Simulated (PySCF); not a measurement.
CH₃O, SMILES C=[OH+], charge +1.

Geometry optimised at PBE-D3(BJ)/def2-TZVP. The isomer is the one that the SMILES or the coordinates give; other isomers of the formula were not compared.

Computed with B3LYP/def2-TZVPD run with PySCF.

The molecule is in vacuum.

```yaml
total_energy: -114.83632 hartree
point_group: Cs
highest_occupied_level: -18.33 eV
lowest_empty_level: -10.40 eV
orbital_gap: 7.93 eV
dipole_moment_about_the_centre_of_nuclear_charge: 2.09 D
mean_static_polarisability: 14.0 bohr³ (2.08 Å³)
polarisability_principal_values: 10.0, 13.7, 18.3 bohr³
```
